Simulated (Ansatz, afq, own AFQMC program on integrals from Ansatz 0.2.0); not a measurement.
Integrals from Ansatz 0.2.0, then the random walk in our own AFQMC program (afq).

```yaml
crystal:
  periodic: [false, false, false]
  atoms:
    - {symbol: Ge, position_ang: [0.000000, 0.000000, 0.232583]}
    - {symbol: O, position_ang: [0.000000, 0.000000, -1.177707]}
    - {symbol: H, position_ang: [0.000000, 1.111627, 0.966218]}
    - {symbol: H, position_ang: [0.000000, -1.111627, 0.966218]}
basis:
  gaussian: {orbitals: cc-pVDZ}
magnetization: {spin_polarized: false}
correlation: {method: ccsd_t, electrons: outside_noble_gas, hamiltonian_folder: ham}
```

```sh
$ ansatz run in.yaml --threads 1 --pin off --events-out ev --progress --plain --max-ram 1382MiB
```

afq runs on the folder ham with

```
--method phaseless --trial hf --walkers 120 --populations 1 --least-time 40 --time-step 0.005 --steps-per-block 20 --equilibration-blocks 112 --max-blocks 600 --target-error 0.00126 --factor-cut 1e-05 --seed 1271 --taylor-order 6
```

Times are imaginary, in 1/Eh. The walk had a cap of 513 s. Filled inner d shells are frozen with the cores.

afq prints:

```
orbitals 36  electrons 6 6  factors 293 of 545
reference energy -2151.19067349 Eh
CCSD correlation -0.29039931 Eh in 11 cycles, weight of the determinant in the CISD state 0.8954
energy of the start -2151.190674 Eh
 block  time / (1/Eh)  mean weight  energy / Eh
     1     0.100  1.0029  -2151.268805
     2     0.200  1.0012  -2151.320860
     3     0.300  1.0021  -2151.369031
     4     0.400  1.0030  -2151.380086
     5     0.500  1.0019  -2151.405703
     8     0.800  1.0006  -2151.432891
    18     1.800  1.0006  -2151.468400
    69     6.900  1.0007  -2151.491060
   120    12.000  0.9998  -2151.474750
   137    13.700  0.9974  -2151.614681
   171    17.100  0.9991  -2151.469843
   222    22.200  0.9969  -2151.482789
   273    27.300  1.0009  -2151.507461
   324    32.400  0.9981  -2151.476512
   375    37.500  0.9973  -2151.501578
   426    42.600  1.0016  -2151.463909
   477    47.700  1.0001  -2151.538158
   511    51.100  0.9999  -2151.436488
   528    52.800  1.0006  -2151.492639
   579    57.900  0.9977  -2151.505415
   630    63.000  0.9994  -2151.524856
   681    68.100  0.9987  -2151.505823
   698    69.800  1.0012  -2151.474056
blocks merged  error / Eh  count
     1  0.001152  600
     2  0.001495  300
     4  0.001852  150
     8  0.002239  75
    16  0.002540  37
    32  0.002534  18
    64  0.002146  9
energy -2151.494447 +/- 0.002540 Eh
(rows thinned)
```

The run passed its tests (sampling time, drift between the halves within three errors, error under three times the target), which doesn't prove that it has relaxed.

Against this walk (error 69.1 meV) on the same determinant: CCSD(T) 158.3 meV higher, CCSDT(Q) 116.2 meV higher (within the noise), a separate phaseless walk with a CISD trial and standard settings 158.0 ± 71.0 meV higher. The error is statistical and leaves out the bias of the constraint.

Cautions: constraint bias not in the error; error above the target (69.1 against 34.3 meV); no relativity below Rb; no spin-orbit coupling; inner d shell frozen.

The walk took 2.8 min on 1 thread of Intel(R) Xeon(R) Platinum 8488C (Sapphire Rapids), with other jobs on the host. The log's last line is the phaseless energy.

CCSDT and higher add their correlation energy to the determinant of the CCSD(T) run, since their own runs factorise the integrals more tightly (a shift of under 2 meV). A walk keeps the symmetry of its determinant, which the program's search chose and which needn't be the lowest solution, so a lower state of the same spin and another symmetry isn't excluded.
